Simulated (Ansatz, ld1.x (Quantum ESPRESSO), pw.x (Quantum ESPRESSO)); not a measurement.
## Equation-of-state test of one TM potential (H)

H, norm-conserving Troullier–Martins (Kleinman–Bylander form), made with ld1.x (Quantum ESPRESSO) 7.5 (PBEsol, scalar-relativistic). Core none, reference 1s1. Waves: 2p channel at 0.13 Ry: rc 1.20 bohr; 1s (bound): rc 1.30 bohr. Local part: the s channel. Core correction: none.

Crystal test: fcc H in pw.x 7.5, no spin, 18³ k-points, Fermi–Dirac smearing 0.01 Ry, cutoffs 45/180 Ry. The reference is all-electron LAPW (Ansatz 0.2.0) with the same functional, mesh and smearing; V0 and B0 come from Birch–Murnaghan fits to the pressures at five volumes. Errors are pseudo minus all-electron; Δ is the rms difference of the E(V) curves that follow from these fits, minima aligned, over ±6 % about the mean V0. Mesh and smearing are coarse, so the numbers serve the comparison and aren't converged zero-temperature values; the lattice is a test structure that the element need not adopt.

| V (Å³/atom) | P all-electron (GPa) | P pseudo (GPa) |
| --- | --- | --- |
| 2.771 | 6.23 | 7.01 |
| 2.844 | 2.90 | 3.61 |
| 2.917 | -0.10 | 0.56 |
| 2.990 | -2.80 | -2.19 |
| 3.063 | -5.23 | -4.66 |

All-electron: a0 = 2.267 Å (V0 = 2.91 Å³/atom), B0 = 114.1 GPa.

Pseudopotential: mean pressure error (GPa): +0.67; a0 (Å): 2.272; a0 error (%): +0.19; B0 error (%): -0.0; Δ (meV/atom): 0.4.

Problem. At the middle volume, how do free energy and pressure move when the wave cutoff is lowered (ecutrho kept at four times it)?

Solution.

| cutoff (Ry) | shift of F (meV/atom) | shift of P (GPa) |
| --- | --- | --- |
| 20 | +115.0 | -11.46 |
| 27 | +29.4 | -4.73 |
| 36 | +3.3 | -1.06 |

The run at the middle volume (195 k-points, 3 iterations) took about 1.1 s on one core of a shared host (Neoverse-V1, 32 threads, 247 GiB, load 27).
